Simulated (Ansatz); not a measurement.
Which is lower?

Two relaxed structures of CH4O, singlet (PBE0-D4/def2-TZVP; forces vanish, vibrations not checked).

A:

C1  (0.068, 0.209, 1.546)
O2  (-0.658, -0.376, 0.638)
H3  (-1.392, -0.835, 1.072)
H4  (0.348, 0.073, -1.783)
H5  (0.832, 0.355, -2.277)
H6  (0.867, 0.695, 0.936)
(Å)

B:

```tsv
atom	x (Å)	y (Å)	z (Å)
C1	-0.0884	-0.2074	-0.2757
O2	-0.1650	0.3165	1.0301
H3	-0.8647	-0.9684	-0.3609
H4	0.8788	-0.6836	-0.4792
H5	-0.2727	0.5544	-1.0434
H6	0.5121	0.9885	1.1291
```

Program: Ansatz 0.2.0. Basis: def2-TZVPP. Cores are frozen in the correlated methods. B3LYP uses VWN-RPA correlation.

Question: Which structure is lower at CCSD(T), and by how much? (Judge from chemistry; the value comes from the calculation.)

Answer: Computed: B, by 3.451 eV (electronic energy, against the other). By their contacts, A is a complex of CH₂O ([CH][OH]) + H₂ and B is CH₄O ([CH3][OH]).

All methods give the same order:

```csv
method,E(B) − E(A) (eV)
PBE-D4,-3.564
r2SCAN-D4,-3.634
PBE0-D4,-3.696
B3LYP-D4,-3.466
wB97M-V,-3.446
HF,-3.292
MP2,-3.658
CCSD,-3.476
CCSD(T),-3.451
```

No T1 diagnostic of these runs exceeds 0.017. The restricted Hartree–Fock reference is unstable towards an unrestricted one at one or more of these structures.

Labels in which every atom is bracketed show which atoms are joined, not bond orders.

For scale, one of the runs: CCSD(T)/def2-TZVPP, 118 basis functions, launched by `ansatz run in.yaml --threads 2 --pin off --events-out ev --progress --plain --max-ram 4352MiB`. The run took 2.2 s on 2 CPU threads of an Intel Xeon 6975P-C (shared host), with 0.6 GiB of host memory at its peak.
